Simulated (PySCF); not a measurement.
# ClH4PSi: spin-spin couplings and electronic excitations at several levels of theory

Aim: compute the spin-spin couplings and electronic excitations of ClH4PSi (`P[SiH2]Cl`) at several levels, and see how far they spread and what each costs.

Programs: PySCF 2.14.0, with density-fitted response routines of our own. Each step states its level of theory. These are calculated values for one molecule in the gas phase, unless marked as measured. Atoms are numbered from 0 throughout.

## Step 1: Starting geometry

7 atoms, charge 0, multiplicity 1; geometry from: PBE0-D3(BJ)/def2-SVP.

Bonds of the start (Å): P0–Si1 2.26, Si1–Cl2 2.07, P0–H3 1.43, P0–H4 1.43, Si1–H5 1.49, Si1–H6 1.49.

## Step 2: Indirect couplings: B3LYP/def2-TZVP

Job settings and geometry (Å):

```
{"job": {"kind": "j", "xc": "B3LYP", "basis": "def2-TZVP"}, "charge": 0, "multiplicity": 1}
P     -0.143821    -1.289114    -1.810786
Si    -2.203127    -0.864354    -0.989599
Cl    -3.500842    -2.311877    -1.704339
H      0.076442    -2.372399    -0.904532
H      0.449065    -0.322324    -0.936045
H     -2.650655     0.466089    -1.490394
H     -2.275473    -0.887173     0.499270
```

Method: B3LYP/def2-TZVP indirect spin-spin coupling, non-relativistic, gas phase.

Run with:

```bash
$ OMP_NUM_THREADS=1 python probes_run.py task.json out
```

One launch serves the whole session: the jobs run in the order shown.

What it wrote:

```text
coarse grid: 7352 points
cycle   1  E = -1093.5795284112  dE = -2.916e-02  |g| = 2.664e-01  |ddm| = 1.895e+00
cycle   2  E = -1093.5728091544  dE =  6.719e-03  |g| = 3.104e-01  |ddm| = 5.030e-01
cycle   3  E = -1093.5970771735  dE = -2.427e-02  |g| = 3.846e-02  |ddm| = 2.874e-01
cycle   4  E = -1093.5973944882  dE = -3.173e-04  |g| = 1.208e-02  |ddm| = 3.720e-02
cycle   5  E = -1093.5974366957  dE = -4.221e-05  |g| = 2.979e-03  |ddm| = 1.306e-02
cycle   6  E = -1093.5974388091  dE = -2.113e-06  |g| = 7.851e-04  |ddm| = 3.016e-03
final grid: 57088 points
cycle   7  E = -1093.5904477411  dE = -5.491e-06  |g| = 2.159e-03  |ddm| = 8.706e-03
cycle   8  E = -1093.5904475811  dE =  1.600e-07  |g| = 2.018e-03  |ddm| = 2.928e-03
cycle   9  E = -1093.5904483909  dE = -8.098e-07  |g| = 3.303e-04  |ddm| = 1.800e-03
cycle  10  E = -1093.5904484206  dE = -2.965e-08  |g| = 5.672e-05  |ddm| = 2.864e-04
cycle  11  E = -1093.5904484215  dE = -9.516e-10  |g| = 1.236e-05  |ddm| = 6.197e-05
converged SCF energy = -1093.5904484215

Indirect spin-spin couplings (Hz)
  i      j    bonds     total        FC       PSO       DSO        SD
  0 P    1 Si   1     32.893    31.258    10.741    -0.068    -9.039
  0 P    3 H    1    142.565   135.499     6.942     0.383    -0.259
  0 P    4 H    1    139.047   131.481     7.446     0.368    -0.248
  0 P    5 H    2     36.559    37.095    -0.235    -0.286    -0.015
  0 P    6 H    2     -3.943    -2.750    -0.533    -0.387    -0.273
  1 Si   3 H    2      7.927     7.687     0.341    -0.018    -0.083
  1 Si   4 H    2      3.774     3.730     0.194    -0.028    -0.122
  1 Si   5 H    1   -191.743  -192.056     0.980    -0.296    -0.371
  1 Si   6 H    1   -199.959  -200.303     1.014    -0.295    -0.376
  3 H    4 H    2     -8.648    -8.806     0.946    -0.840     0.053
  3 H    5 H    3      8.900     9.840     1.125    -2.082     0.017
  3 H    6 H    3      5.119     4.926    -0.146     0.322     0.017
  4 H    5 H    3     -0.960    -0.948     0.138    -0.156     0.006
  4 H    6 H    3      1.617     1.466    -0.081     0.224     0.009
  5 H    6 H    2     15.389    16.137     0.954    -1.751     0.049
```

Run time: 11 s. Hardware: 1 thread of Arm Neoverse V2, shared host; peak memory 0.58 GiB.

This basis has no tight s functions, so the Fermi-contact terms are rough.

Couplings of 1 Hz or more, nine at most for each number of bonds, with means over like pairs (isotopes 1H, 31P, 29Si):

```
  pair  bonds  J (Hz)  Fermi contact (Hz)
Si1–H5      1  -195.9              -196.2
 P0–H3      1   140.8               133.5
P0–Si1      1    32.9                31.3
 P0–H5      2    16.3                17.2
 H5–H6      2    15.4                16.1
 H3–H4      2    -8.6                -8.8
Si1–H3      2     5.9                 5.7
 H3–H5      3     3.7                 3.8
```

The response was solved for the nuclei of H, P, Si alone, so couplings that need other nuclei can be missing.

Quadrupole couplings from the field gradients of the same density:

```csv
atom,isotope,eQq/h (MHz),η
Cl2,35Cl,-42.3,0.03
```

## Step 3: Spin-spin couplings: B3LYP/cc-pVTZ

The job, as its differences from that of step 2:

```diff
@@ -1,2 +1,2 @@
-{"job": {"kind": "j", "xc": "B3LYP", "basis": "def2-TZVP"}, "charge": 0, "multiplicity": 1}
+{"job": {"kind": "j", "xc": "B3LYP", "basis": "cc-pVTZ"}, "charge": 0, "multiplicity": 1}
 P     -0.143821    -1.289114    -1.810786
```

Method: B3LYP/cc-pVTZ indirect spin-spin coupling, non-relativistic, gas phase.

What it wrote:

```text
coarse grid: 7352 points
cycle   1  E = -1093.5697529602  dE = -1.614e-02  |g| = 2.650e-01  |ddm| = 4.245e+00
cycle   2  E = -1093.5624195099  dE =  7.333e-03  |g| = 3.098e-01  |ddm| = 1.010e+00
cycle   3  E = -1093.5879993743  dE = -2.558e-02  |g| = 3.321e-02  |ddm| = 5.068e-01
cycle   4  E = -1093.5882938960  dE = -2.945e-04  |g| = 1.187e-02  |ddm| = 7.280e-02
cycle   5  E = -1093.5883384522  dE = -4.456e-05  |g| = 2.442e-03  |ddm| = 2.258e-02
cycle   6  E = -1093.5883399709  dE = -1.519e-06  |g| = 6.963e-04  |ddm| = 5.064e-03
final grid: 57088 points
cycle   7  E = -1093.6017385236  dE = -7.146e-06  |g| = 2.065e-03  |ddm| = 2.470e-02
cycle   8  E = -1093.6017383117  dE =  2.119e-07  |g| = 2.046e-03  |ddm| = 5.570e-03
cycle   9  E = -1093.6017393115  dE = -9.997e-07  |g| = 2.957e-04  |ddm| = 3.272e-03
cycle  10  E = -1093.6017393364  dE = -2.496e-08  |g| = 6.552e-05  |ddm| = 4.968e-04
cycle  11  E = -1093.6017393377  dE = -1.328e-09  |g| = 1.332e-05  |ddm| = 1.307e-04
cycle  12  E = -1093.6017393378  dE = -5.593e-11  |g| = 4.455e-06  |ddm| = 3.162e-05
converged SCF energy = -1093.6017393378

Indirect spin-spin couplings (Hz)
  i      j    bonds     total        FC       PSO       DSO        SD
  0 P    1 Si   1     48.445    46.741    10.020    -0.068    -8.248
  0 P    3 H    1    115.576   108.067     8.104     0.368    -0.963
  0 P    4 H    1    112.994   105.033     8.561     0.354    -0.954
  0 P    5 H    2     37.894    38.686    -0.471    -0.286    -0.035
  0 P    6 H    2     -5.389    -4.073    -0.609    -0.387    -0.320
  1 Si   3 H    2      7.778     7.488     0.402    -0.017    -0.096
  1 Si   4 H    2      3.466     3.415     0.218    -0.026    -0.141
  1 Si   5 H    1   -179.475  -179.902     0.815    -0.290    -0.098
  1 Si   6 H    1   -187.996  -188.432     0.833    -0.289    -0.107
  3 H    4 H    2     -8.432    -8.675     1.002    -0.859     0.100
  3 H    5 H    3      8.735     9.960     0.845    -2.086     0.016
  3 H    6 H    3      5.267     4.985    -0.056     0.319     0.019
  4 H    5 H    3     -0.905    -0.915     0.161    -0.159     0.008
  4 H    6 H    3      1.712     1.485    -0.005     0.222     0.010
  5 H    6 H    2     14.935    15.827     0.784    -1.761     0.085
```

Run time: 14 s. Hardware: 1 thread of Arm Neoverse V2, shared host; peak memory 0.67 GiB.

The basis is not made for couplings: without tight functions at the nuclei these values are rough.

This run: J(Si1,H5) -183.7 Hz, J(P0,H3) 114.3 Hz, J(P0,Si1) 48.4 Hz (means over like pairs).

## Step 4: Indirect couplings: B3LYP/6-31G*

The job, as its differences from that of step 3:

```diff
@@ -1,2 +1,2 @@
-{"job": {"kind": "j", "xc": "B3LYP", "basis": "cc-pVTZ"}, "charge": 0, "multiplicity": 1}
+{"job": {"kind": "j", "xc": "B3LYP", "basis": "6-31G*"}, "charge": 0, "multiplicity": 1}
 P     -0.143821    -1.289114    -1.810786
```

Method: B3LYP/6-31G* indirect spin-spin coupling, non-relativistic, gas phase.

What it wrote:

```text
coarse grid: 7352 points
cycle   1  E = -1093.5157176941  dE =  2.090e-03  |g| = 2.549e-01  |ddm| = 2.323e+00
cycle   2  E = -1093.5079818353  dE =  7.736e-03  |g| = 3.018e-01  |ddm| = 8.446e-01
cycle   3  E = -1093.5384550831  dE = -3.047e-02  |g| = 1.606e-02  |ddm| = 4.694e-01
cycle   4  E = -1093.5385408973  dE = -8.581e-05  |g| = 7.330e-03  |ddm| = 3.832e-02
cycle   5  E = -1093.5385611821  dE = -2.028e-05  |g| = 1.274e-03  |ddm| = 1.313e-02
cycle   6  E = -1093.5385618265  dE = -6.445e-07  |g| = 2.221e-04  |ddm| = 2.606e-03
final grid: 57088 points
cycle   7  E = -1093.4848195066  dE = -1.377e-06  |g| = 1.901e-03  |ddm| = 8.227e-03
cycle   8  E = -1093.4848192110  dE =  2.956e-07  |g| = 2.105e-03  |ddm| = 5.864e-03
cycle   9  E = -1093.4848206491  dE = -1.438e-06  |g| = 1.108e-04  |ddm| = 3.178e-03
cycle  10  E = -1093.4848206532  dE = -4.052e-09  |g| = 2.330e-05  |ddm| = 1.885e-04
cycle  11  E = -1093.4848206533  dE = -1.924e-10  |g| = 5.880e-06  |ddm| = 4.545e-05
converged SCF energy = -1093.4848206533

Indirect spin-spin couplings (Hz)
  i      j    bonds     total        FC       PSO       DSO        SD
  0 P    1 Si   1     15.996    14.825     9.113    -0.068    -7.874
  0 P    3 H    1    162.221   157.423     3.950     0.440     0.408
  0 P    4 H    1    158.279   153.078     4.386     0.425     0.391
  0 P    5 H    2     33.414    33.929    -0.236    -0.279    -0.001
  0 P    6 H    2     -4.268    -3.065    -0.609    -0.378    -0.216
  1 Si   3 H    2      7.967     7.816     0.215    -0.022    -0.042
  1 Si   4 H    2      3.952     4.025     0.035    -0.032    -0.076
  1 Si   5 H    1   -205.713  -206.024     1.144    -0.319    -0.514
  1 Si   6 H    1   -211.928  -212.262     1.170    -0.317    -0.519
  3 H    4 H    2    -12.505   -12.184     0.320    -0.759     0.118
  3 H    5 H    3      8.494    10.126     0.417    -2.054     0.005
  3 H    6 H    3      5.206     4.946    -0.108     0.341     0.028
  4 H    5 H    3     -1.000    -0.900     0.011    -0.130     0.019
  4 H    6 H    3      1.603     1.414    -0.079     0.247     0.021
  5 H    6 H    2     14.781    16.167     0.267    -1.687     0.034
```

Run time: 4.1 s. Hardware: 1 thread of Arm Neoverse V2, shared host; peak memory 0.45 GiB.

The basis is not made for couplings: without tight functions at the nuclei these values are rough.

Key values: J(Si1,H5) -208.8 Hz, J(P0,H3) 160.2 Hz, J(P0,Si1) 16.0 Hz (means over like pairs).

## Step 5: Ultraviolet spectrum: HF/def2-SVPD

The job, as its differences from that of step 4:

```diff
@@ -1,2 +1,2 @@
-{"job": {"kind": "j", "xc": "B3LYP", "basis": "6-31G*"}, "charge": 0, "multiplicity": 1}
+{"job": {"kind": "uv", "xc": "HF", "basis": "def2-SVPD", "ip": true}, "charge": 0, "multiplicity": 1}
 P     -0.143821    -1.289114    -1.810786
```

With the program's defaults for keys left out, this is: TDDFT HF/def2-SVPD, vertical, gas phase, core orbitals frozen in the response.

What it wrote:

```text
final grid: 57088 points
cycle   1  E = -1091.1707997434  dE = -9.377e-02  |g| = 3.194e-01  |ddm| = 2.516e+00
cycle   2  E = -1091.2113555434  dE = -4.056e-02  |g| = 1.270e-01  |ddm| = 7.065e-01
cycle   3  E = -1091.2173307684  dE = -5.975e-03  |g| = 3.328e-02  |ddm| = 2.593e-01
cycle   4  E = -1091.2180874766  dE = -7.567e-04  |g| = 6.071e-03  |ddm| = 1.236e-01
cycle   5  E = -1091.2181200992  dE = -3.262e-05  |g| = 1.779e-03  |ddm| = 2.017e-02
cycle   6  E = -1091.2181236251  dE = -3.526e-06  |g| = 4.169e-04  |ddm| = 6.249e-03
cycle   7  E = -1091.2181237947  dE = -1.696e-07  |g| = 9.764e-05  |ddm| = 1.567e-03
cycle   8  E = -1091.2181238030  dE = -8.242e-09  |g| = 2.887e-05  |ddm| = 3.232e-04
cycle   9  E = -1091.2181238039  dE = -8.722e-10  |g| = 6.414e-06  |ddm| = 1.239e-04
converged SCF energy = -1091.2181238039

Static polarisability (au): isotropic 65.621, principal 56.508 63.037 77.319

Singlet excitations
state   eV       nm        f      main configurations
  1   7.0580    175.7   0.01727   H->L+3 0.27, H->L+1 0.26, H->L+6 0.14
  2   7.4021    167.5   0.09969   H->L 0.63, H->L+5 0.12
  3   7.8858    157.2   0.17573   H->L+2 0.62, H->L+6 0.10, H->L+1 0.10
  4   7.9248    156.5   0.17187   H->L+3 0.35, H->L+1 0.33
  5   8.6091    144.0   0.00635   H-1->L+1 0.48, H-2->L+1 0.23
  6   8.8329    140.4   0.01007   H->L+7 0.38, H-1->L 0.20
  7   8.9420    138.7   0.05460   H-2->L+1 0.30, H-1->L+1 0.14
  8   8.9705    138.2   0.03273   H-1->L 0.33, H->L+7 0.24
  9   9.2951    133.4   0.24665   H-1->L+2 0.34, H-1->L+3 0.10
 10   9.5519    129.8   0.02920   H-2->L 0.22, H-1->L 0.14, H-1->L+3 0.12

Triplet excitations (Tamm-Dancoff, eV): 5.6525 5.6884 7.0384 7.1626
Vertical ionisation energy (delta-SCF) = 9.1771 eV
```

It took 2.4 s on 1 thread of Arm Neoverse V2, shared host; peak memory 0.45 GiB.

Frontier orbitals and where they lie:

```
orbital      eV                        atoms
 HOMO−3  -13.58  Cl2 58 %, Si1 16 %, P0 15 %
 HOMO−2  -12.40   Cl2 66 %, Si1 14 %, H6 8 %
 HOMO−1  -11.93  Cl2 34 %, P0 30 %, Si1 15 %
   HOMO  -10.44    P0 64 %, Si1 15 %, H3 6 %
   LUMO    2.20    Si1 49 %, P0 15 %, H4 9 %
 LUMO+1    2.71  Cl2 40 %, Si1 26 %, P0 10 %
 LUMO+2    2.87  P0 26 %, Cl2 22 %, Si1 21 %
```

With each of the 10 states as a Gaussian band of 0.4 eV half-width at 1/e, the curve within the window shown has maxima at 158 nm (ε 15,000), 134 nm (ε 13,000) L/(mol cm). Beyond the last state computed it falls off for lack of states. The curve at chosen wavelengths:

nm, ε (L/mol/cm) and a bar:
```
      126       2136 ####
      129       6480 #############
      131       9966 ####################
      134      12708 #########################
      137      10988 ######################
      139       8497 #################
      142       4950 ##########
      144       3497 #######
      147       3506 #######
      150       6457 #############
      152       9507 ###################
      155      13624 ###########################
      158      14966 ##############################
      160      14115 ############################
      163      11429 #######################
      166       8598 #################
      168       7025 ##############
      171       5114 ##########
      174       3573 #######
      176       2714 #####
      179       1689 ###
      181       1181 ##
      184        650 #
      187        332 
      189        204 
      192         93
```

Further results of this job:

| property | computed |
| --- | --- |
| dipole moment (D) | 1.88 |
| polarisability (Å³) | 9.72 |
| HOMO–LUMO gap (eV) | 12.64 |
| −ε(HOMO) (eV) | 10.44 |

## Step 6: Ultraviolet spectrum: LDA/def2-SVPD

The job, as its differences from that of step 5:

```diff
@@ -1,2 +1,2 @@
-{"job": {"kind": "uv", "xc": "HF", "basis": "def2-SVPD", "ip": true}, "charge": 0, "multiplicity": 1}
+{"job": {"kind": "uv", "xc": "LDA", "basis": "def2-SVPD", "ip": true}, "charge": 0, "multiplicity": 1}
 P     -0.143821    -1.289114    -1.810786
```

Level: TDDFT LDA/def2-SVPD, vertical, gas phase, core orbitals frozen in the response.

What it wrote:

```text
coarse grid: 7352 points
cycle   1  E = -1089.0981874720  dE = -1.062e-02  |g| = 2.276e-01  |ddm| = 2.814e+00
cycle   2  E = -1089.0828079334  dE =  1.538e-02  |g| = 3.192e-01  |ddm| = 9.080e-01
cycle   3  E = -1089.1134786976  dE = -3.067e-02  |g| = 4.863e-02  |ddm| = 5.272e-01
cycle   4  E = -1089.1142508581  dE = -7.722e-04  |g| = 2.032e-02  |ddm| = 1.032e-01
cycle   5  E = -1089.1143999556  dE = -1.491e-04  |g| = 3.545e-03  |ddm| = 3.491e-02
cycle   6  E = -1089.1144052408  dE = -5.285e-06  |g| = 6.114e-04  |ddm| = 7.572e-03
final grid: 57088 points
cycle   7  E = -1089.2268316450  dE = -3.147e-06  |g| = 1.453e-03  |ddm| = 2.785e-02
cycle   8  E = -1089.2268313209  dE =  3.242e-07  |g| = 1.704e-03  |ddm| = 5.106e-03
cycle   9  E = -1089.2268321651  dE = -8.442e-07  |g| = 3.437e-04  |ddm| = 3.038e-03
cycle  10  E = -1089.2268322063  dE = -4.123e-08  |g| = 6.137e-05  |ddm| = 5.753e-04
cycle  11  E = -1089.2268322077  dE = -1.401e-09  |g| = 9.197e-06  |ddm| = 1.188e-04
cycle  12  E = -1089.2268322077  dE = -3.752e-11  |g| = 2.343e-06  |ddm| = 2.018e-05
converged SCF energy = -1089.2268322077

Static polarisability (au): isotropic 73.232, principal 61.710 69.753 88.235

Singlet excitations
state   eV       nm        f      main configurations
  1   5.5535    223.3   0.00038   H->L 0.99
  2   6.2127    199.6   0.00988   H->L+2 0.47, H->L+1 0.35, H->L+3 0.15
  3   6.2894    197.1   0.04680   H->L+2 0.41, H->L+1 0.35, H-1->L 0.14
  4   6.4472    192.3   0.01849   H-1->L 0.83
  5   6.6336    186.9   0.03454   H->L+3 0.54, H-2->L 0.17, H-1->L+1 0.10
  6   6.6686    185.9   0.05170   H-2->L 0.70, H-1->L+1 0.15
  7   6.7572    183.5   0.03129   H-1->L+1 0.66, H->L+3 0.09, H-1->L+2 0.08
  8   6.9349    178.8   0.00669   H-2->L+1 0.83, H-1->L+2 0.12
  9   7.0095    176.9   0.02228   H-1->L+2 0.57, H-2->L+2 0.19, H-2->L+1 0.09
 10   7.1359    173.7   0.03633   H->L+4 0.62, H-1->L+3 0.23

Triplet excitations (Tamm-Dancoff, eV): 5.3499 5.4694 5.8271 6.0867
Vertical ionisation energy (delta-SCF) = 9.8655 eV
Vertical electron affinity (delta-SCF) = -0.8869 eV
```

Run time: 21 s. Hardware: 1 thread of Arm Neoverse V2, shared host; peak memory 0.45 GiB.

This run: HOMO -6.85 eV, LUMO -1.39 eV; lowest singlet 5.55 eV.

## Step 7: Excited states and response: PBE/def2-SVPD

The job, as its differences from that of step 6:

```diff
@@ -1,2 +1,2 @@
-{"job": {"kind": "uv", "xc": "LDA", "basis": "def2-SVPD", "ip": true}, "charge": 0, "multiplicity": 1}
+{"job": {"kind": "uv", "xc": "PBE", "basis": "def2-SVPD", "ip": true}, "charge": 0, "multiplicity": 1}
 P     -0.143821    -1.289114    -1.810786
```

Method: TDDFT PBE/def2-SVPD, vertical, gas phase, core orbitals frozen in the response.

What it wrote:

```text
coarse grid: 7352 points
cycle   1  E = -1092.4848047173  dE = -1.532e-02  |g| = 2.266e-01  |ddm| = 2.884e+00
cycle   2  E = -1092.4711745082  dE =  1.363e-02  |g| = 3.100e-01  |ddm| = 8.510e-01
cycle   3  E = -1092.4999514382  dE = -2.878e-02  |g| = 4.810e-02  |ddm| = 4.998e-01
cycle   4  E = -1092.5007916636  dE = -8.402e-04  |g| = 1.597e-02  |ddm| = 9.823e-02
cycle   5  E = -1092.5008833710  dE = -9.171e-05  |g| = 3.102e-03  |ddm| = 2.819e-02
cycle   6  E = -1092.5008873154  dE = -3.944e-06  |g| = 5.384e-04  |ddm| = 6.626e-03
final grid: 57088 points
cycle   7  E = -1092.6561629795  dE = -8.757e-06  |g| = 2.797e-03  |ddm| = 4.786e-02
cycle   8  E = -1092.6561597049  dE =  3.275e-06  |g| = 3.962e-03  |ddm| = 1.260e-02
cycle   9  E = -1092.6561657169  dE = -6.012e-06  |g| = 3.594e-04  |ddm| = 7.550e-03
cycle  10  E = -1092.6561657697  dE = -5.277e-08  |g| = 8.343e-05  |ddm| = 6.713e-04
cycle  11  E = -1092.6561657720  dE = -2.336e-09  |g| = 2.405e-05  |ddm| = 1.546e-04
cycle  12  E = -1092.6561657722  dE = -1.742e-10  |g| = 4.698e-06  |ddm| = 4.161e-05
converged SCF energy = -1092.6561657722

Static polarisability (au): isotropic 71.979, principal 60.614 68.585 86.739

Singlet excitations
state   eV       nm        f      main configurations
  1   5.6657    218.8   0.00039   H->L 0.99
  2   6.2804    197.4   0.01353   H->L+1 0.57, H->L+2 0.20, H->L+3 0.19
  3   6.3728    194.6   0.04004   H->L+2 0.67, H->L+1 0.16, H-1->L 0.10
  4   6.5788    188.5   0.01424   H-1->L 0.86
  5   6.7131    184.7   0.06947   H->L+3 0.60, H-1->L+1 0.09
  6   6.7825    182.8   0.04556   H-2->L 0.76, H-1->L+1 0.11
  7   6.8337    181.4   0.02542   H-1->L+1 0.73
  8   6.9981    177.2   0.00480   H-2->L+1 0.90
  9   7.1116    174.3   0.02062   H-1->L+2 0.65, H-2->L+2 0.21
 10   7.2052    172.1   0.04233   H->L+4 0.68, H-1->L+3 0.14

Triplet excitations (Tamm-Dancoff, eV): 5.3574 5.3897 5.7460 6.1199
Vertical ionisation energy (delta-SCF) = 9.7423 eV
```

Run time: 24 s. Hardware: 1 thread of Arm Neoverse V2, shared host; peak memory 0.45 GiB.

In short: HOMO -6.78 eV, LUMO -1.19 eV; lowest singlet 5.67 eV.

## Step 8: Ultraviolet spectrum: B3LYP/def2-SVPD

The job, as its differences from that of step 7:

```diff
@@ -1,2 +1,2 @@
-{"job": {"kind": "uv", "xc": "PBE", "basis": "def2-SVPD", "ip": true}, "charge": 0, "multiplicity": 1}
+{"job": {"kind": "uv", "xc": "B3LYP", "basis": "def2-SVPD", "ip": true}, "charge": 0, "multiplicity": 1}
 P     -0.143821    -1.289114    -1.810786
```

Method: TDDFT B3LYP/def2-SVPD, vertical, gas phase, core orbitals frozen in the response.

What it wrote:

```text
coarse grid: 7352 points
cycle   1  E = -1093.0823196363  dE = -3.231e-02  |g| = 2.313e-01  |ddm| = 2.764e+00
cycle   2  E = -1093.0756458046  dE =  6.674e-03  |g| = 2.751e-01  |ddm| = 7.707e-01
cycle   3  E = -1093.0989005507  dE = -2.325e-02  |g| = 2.173e-02  |ddm| = 4.167e-01
cycle   4  E = -1093.0990607529  dE = -1.602e-04  |g| = 7.814e-03  |ddm| = 4.473e-02
cycle   5  E = -1093.0990822715  dE = -2.152e-05  |g| = 1.595e-03  |ddm| = 1.582e-02
cycle   6  E = -1093.0990831674  dE = -8.960e-07  |g| = 3.700e-04  |ddm| = 3.543e-03
final grid: 57088 points
cycle   7  E = -1093.2181472169  dE = -3.249e-06  |g| = 1.759e-03  |ddm| = 2.133e-02
cycle   8  E = -1093.2181469950  dE =  2.219e-07  |g| = 1.912e-03  |ddm| = 5.177e-03
cycle   9  E = -1093.2181480232  dE = -1.028e-06  |g| = 1.610e-04  |ddm| = 2.807e-03
cycle  10  E = -1093.2181480320  dE = -8.813e-09  |g| = 3.691e-05  |ddm| = 2.730e-04
cycle  11  E = -1093.2181480325  dE = -4.661e-10  |g| = 9.873e-06  |ddm| = 7.537e-05
converged SCF energy = -1093.2181480325

Static polarisability (au): isotropic 70.230, principal 59.514 67.061 84.117

Singlet excitations
state   eV       nm        f      main configurations
  1   6.1045    203.1   0.00157   H->L 0.96
  2   6.5667    188.8   0.02381   H->L+1 0.76, H->L+2 0.11, H->L+3 0.08
  3   6.6787    185.6   0.05931   H->L+2 0.82
  4   6.9857    177.5   0.12787   H->L+3 0.73, H->L+1 0.08
  5   7.0657    175.5   0.02618   H-1->L 0.83
  6   7.2940    170.0   0.04128   H-2->L 0.80
  7   7.4136    167.2   0.00416   H-1->L+1 0.89
  8   7.6364    162.4   0.00919   H-2->L+1 0.93
  9   7.6422    162.2   0.02166   H->L+4 0.64, H-1->L+2 0.14
 10   7.7686    159.6   0.13093   H-1->L+2 0.73

Triplet excitations (Tamm-Dancoff, eV): 5.5409 5.6940 6.0379 6.3966
Vertical ionisation energy (delta-SCF) = 9.9654 eV
```

Wall time 23 s (1 thread of Arm Neoverse V2, shared host); peak memory 0.47 GiB.

This run: HOMO -7.68 eV, LUMO -0.51 eV; lowest singlet 6.10 eV.

(Part 1 of 2 ends here.)
